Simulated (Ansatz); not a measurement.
# Worked example: the barrier

An elementary step of AlNH4, closed shell (AlNH₄ ([NH2][AlH2]) → AlNH₂ ([NH][AlH]) + H₂; bonds formed: H2–H4; bonds broken: Al1–H2, N3–H4). “Start” is the structure reached by relaxing down from the saddle towards the reactants; PBE0-D4/def2-TZVP structures. The saddle:

```xyz
6
angstrom
Al -0.7222 0.1799 -0.0831
H 0.8042 1.1525 -0.6072
N 0.4038 -0.9312 0.4761
H 1.0513 0.4162 -0.2297
H -2.0010 1.0067 -0.4931
H 0.4640 -1.8240 0.9371
```

Computed with Ansatz 0.2.0 (basis: def2-TZVPP and def2-QZVPP); correlated methods freeze the cores.

Energies in eV:

| quantity | saddle | start |
| --- | --- | --- |
| Hartree–Fock, triple zeta (X = 3) | -8125.58719 | -8129.52643 |
| Hartree–Fock, quadruple zeta (X = 4) | -8125.88695 | -8129.81359 |
| MP2 correlation, X = 3 | -9.15947 | -8.32804 |
| MP2 correlation, X = 4 | -9.77863 | -8.92536 |
| CCSD(T) correlation, X = 3 | -10.00902 | -9.27505 |

Work out the barrier at the basis limit: extrapolate Hartree–Fock as E(X) = E∞ + A exp(−7.88 √X) and the MP2 correlation as E(X) = E∞ + B X^−2.97 (the exponents that Neese and Valeev fitted for def2-TZVPP and QZVPP), then add CCSD(T) − MP2 in triple zeta.

Each step is linear, so take the differences first (saddle − start): Hartree–Fock 3.93924 (X = 3) and 3.92664 (X = 4); MP2 correlation -0.83143 and -0.85327; CCSD(T) correlation -0.73397.
Two points give E∞ = E(4) + w [E(4) − E(3)], with w = 1/(exp(7.88 (2 − √3)) − 1) = 0.1377 for Hartree–Fock and w = 1/((4/3)^2.97 − 1) = 0.7407 for the correlation.
Hartree–Fock: 3.92664 + 0.1377 × (-0.01260) = 3.9249 eV.
MP2 correlation: -0.85327 + 0.7407 × (-0.02184) = -0.8694 eV.
CCSD(T) − MP2: -0.73397 − (-0.83143) = 0.0975 eV.
Sum: 3.9249 + (-0.8694) + 0.0975 = 3.1530 eV, or 72.71 kcal/mol. Plain CCSD(T) in triple zeta gives 3.2053 eV, so the larger basis shifts the result by -0.0523 eV.

No T1 diagnostic of these runs exceeds 0.028. The T1 diagnostic is large here, which may signal multireference character or strong orbital relaxation, so CCSD(T) is less sure.

Labels in which every atom is bracketed show which atoms are joined, not bond orders.

For scale, one of the runs: CCSD(T)/def2-TZVPP, 129 basis functions, launched by `ansatz run in.yaml --threads 2 --pin off --events-out ev --progress --plain --max-ram 4352MiB`. The run took about 4.1 s on 2 CPU threads of an Intel Xeon Platinum 8488C (shared host).
